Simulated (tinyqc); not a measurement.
Stretching all distances: RHF, UHF, MP2, CISD and CCSD against full CI in the sto-3g basis, for HF, spin multiplicity 1. Computed by the program tinyqc with PySCF. All coordinates are multiplied by the scale. c0^2 is the weight of the RHF determinant in the lowest singlet FCI state (UHF is spin-contaminated and may lie near states of higher spin) and n(LUMO) the first natural occupation beyond the occupied space.

Geometry (angstrom):
```
atom,x,y,z
F,0.0000,0.0000,0.0000
H,0.0000,0.0000,0.9070
```

Full CI energy (hartree) and errors against it (kcal/mol):
```
scale,distance 1-2 (angstrom),E(FCI),RHF,UHF,MP2,CISD,CCSD,<S^2> UHF,c0^2,n(LUMO)
0.940,0.853,-98.57726,13.366,13.366,4.144,0.000,0.000,0.000,0.989,0.022
1.190,1.079,-98.59777,25.519,25.519,9.509,0.000,0.000,0.000,0.969,0.061
1.440,1.306,-98.55693,44.234,37.966,18.552,0.000,0.000,0.361,0.927,0.144
1.700,1.542,-98.51225,70.851,26.959,31.466,0.000,0.000,0.758,0.854,0.289
1.950,1.769,-98.48242,101.234,14.265,44.594,0.000,0.000,0.904,0.765,0.466
2.200,1.995,-98.46613,131.713,6.471,53.745,0.000,0.000,0.963,0.681,0.634
2.450,2.222,-98.45855,158.253,2.707,55.398,0.000,0.000,0.986,0.617,0.763
```

What does the comparison show, and why?

UHF parts from RHF first at scale 1.44 of those listed, where <S^2> leaves zero. The weight c0^2 goes from 0.99 to 0.62 and n(LUMO) from 0.02 to 0.76: static correlation grows as the bonds break into open-shell fragments. The spread of the error along the curve, which distorts its shape, is CISD 0.0, CCSD 0.0, UHF 35.3, MP2 51.3, RHF 144.9 kcal/mol. With one virtual orbital CISD and CCSD are exact.
